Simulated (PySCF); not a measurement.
input.py for ClF4⁺

Input:

```python
from pyscf import gto, scf, mp

mol = gto.M(
    atom='Cl 0 0 -0.3658; F 0 1.7144 -0.296; F 0 -1.7144 -0.296; F 1.3451 0 0.6317; F -1.3451 0 0.6317',
    basis='pcseg-1',
    charge=1,
    spin=0,
    verbose=4,
)
mf = scf.RHF(mol)
mf.kernel()
mp.MP2(mf, frozen=9).kernel()
mf.dip_moment()
print('orbital energies (hartree):', mf.mo_energy[..., max(0, mol.nelec[1]-3):mol.nelec[0]+3].round(4))
```

```bash
$ OMP_NUM_THREADS=1 python input.py
```

Output (some set-up lines removed):

```
PySCF version 2.14.0

[INPUT] Symbol           X                Y                Z      unit          X                Y                Z       unit  Magmom
[INPUT]  1 Cl     0.000000000000   0.000000000000  -0.365800000000 AA    0.000000000000   0.000000000000  -0.691261816366 Bohr   0.0
[INPUT]  2 F      0.000000000000   1.714400000000  -0.296000000000 AA    0.000000000000   3.239746467954  -0.559358932871 Bohr   0.0
[INPUT]  3 F      0.000000000000  -1.714400000000  -0.296000000000 AA    0.000000000000  -3.239746467954  -0.559358932871 Bohr   0.0
[INPUT]  4 F      1.345100000000   0.000000000000   0.631700000000 AA    2.541870610152   0.000000000000   1.193739992888 Bohr   0.0
[INPUT]  5 F     -1.345100000000   0.000000000000   0.631700000000 AA   -2.541870610152   0.000000000000   1.193739992888 Bohr   0.0

nuclear repulsion = 291.897744586632
number of shells = 15
number of NR pGTOs = 144
number of NR cGTOs = 74
basis = pcseg-1
ecp = {}

******** <class 'pyscf.scf.hf.RHF'> ********
method = RHF
initial guess = minao
damping factor = 0
level_shift factor = 0
DIIS = <class 'pyscf.scf.diis.CDIIS'>
SCF conv_tol = 1e-09
SCF max_cycles = 50
Initial guess from minao.
init E= -857.159665075423
  HOMO = -0.468765341065668  LUMO = -0.130711480044119  gap/eV = 9.19891
cycle= 1 E= -855.736935186354  delta_E= 1.42  |g|= 1.31  |ddm|= 2.84
  HOMO = -0.895614256594063  LUMO = -0.578076170122025  gap/eV = 8.64065
cycle= 2 E= -855.91915423111  delta_E= -0.182  |g|= 1.18  |ddm|= 2.26
  HOMO = -0.887140074305538  LUMO = -0.395375243917355  gap/eV = 13.38160
cycle= 3 E= -856.178788482279  delta_E= -0.26  |g|= 0.133  |ddm|= 0.934
  HOMO = -0.846697078822068  LUMO = -0.345546025006033  gap/eV = 13.63701
cycle= 4 E= -856.186316296884  delta_E= -0.00753  |g|= 0.0582  |ddm|= 0.171
  HOMO = -0.846262148071251  LUMO = -0.333463639478569  gap/eV = 13.95396
cycle= 5 E= -856.189291245408  delta_E= -0.00297  |g|= 0.0195  |ddm|= 0.155
  HOMO = -0.841226437429131  LUMO = -0.331840235370239  gap/eV = 13.86110
cycle= 6 E= -856.189608926002  delta_E= -0.000318  |g|= 0.00964  |ddm|= 0.0606
  HOMO = -0.841239146268447  LUMO = -0.330717291653542  gap/eV = 13.89201
cycle= 7 E= -856.189646728214  delta_E= -3.78e-05  |g|= 0.00277  |ddm|= 0.0181
  HOMO = -0.840838524506406  LUMO = -0.330054696369422  gap/eV = 13.89914
cycle= 8 E= -856.189652970508  delta_E= -6.24e-06  |g|= 0.000924  |ddm|= 0.0092
  HOMO = -0.840836022853285  LUMO = -0.329969159973144  gap/eV = 13.90140
cycle= 9 E= -856.18965396437  delta_E= -9.94e-07  |g|= 0.000358  |ddm|= 0.00301
  HOMO = -0.840856208409815  LUMO = -0.329945462208469  gap/eV = 13.90259
cycle= 10 E= -856.189654149199  delta_E= -1.85e-07  |g|= 8.62e-05  |ddm|= 0.00148
  HOMO = -0.840847990899452  LUMO = -0.329927413800366  gap/eV = 13.90286
cycle= 11 E= -856.189654158585  delta_E= -9.39e-09  |g|= 2.96e-05  |ddm|= 0.000303
  HOMO = -0.840850072428975  LUMO = -0.329932023014619  gap/eV = 13.90279
cycle= 12 E= -856.189654159586  delta_E= -1e-09  |g|= 1.24e-05  |ddm|= 0.000105
  HOMO = -0.840849758795556  LUMO = -0.329930225315952  gap/eV = 13.90283
cycle= 13 E= -856.189654159711  delta_E= -1.25e-10  |g|= 4.23e-06  |ddm|= 3.13e-05
  HOMO = -0.840850493425394  LUMO = -0.329930883791761  gap/eV = 13.90283
Extra cycle  E= -856.189654159727  delta_E= -1.55e-11  |g|= 2.65e-06  |ddm|= 7.14e-06
converged SCF energy = -856.189654159727

******** <class 'pyscf.mp.mp2.RMP2'> ********
nocc = 17, nmo = 65
frozen orbitals 9
E(RMP2) = -857.164387869527  E_corr = -0.974733709800641
E(SCS-RMP2) = -857.124916485871  E_corr = -0.935262326143701
E_corr(same-spin) = -0.270482452635079
E_corr(oppo-spin) = -0.704251257165562

WARN: System has nonzero charge 1; the dipole moment is origin-dependent.
Location of origin: [0. 0. 0.]

Dipole moment(X, Y, Z, Debye): -0.00000, -0.00000, -1.20883
orbital energies (hartree): [-0.9437 -0.9293 -0.8409 -0.3299 -0.3209 -0.2055]
```

In short: E(SCF) = -856.189654 Eh, 13 cycles, E(MP2) − E(SCF) = -0.97473 Eh.

Hardware: Arm Neoverse N1, 1 thread, shared host. Wall time 2.3 s.

The dipole of an ion depends on the origin.
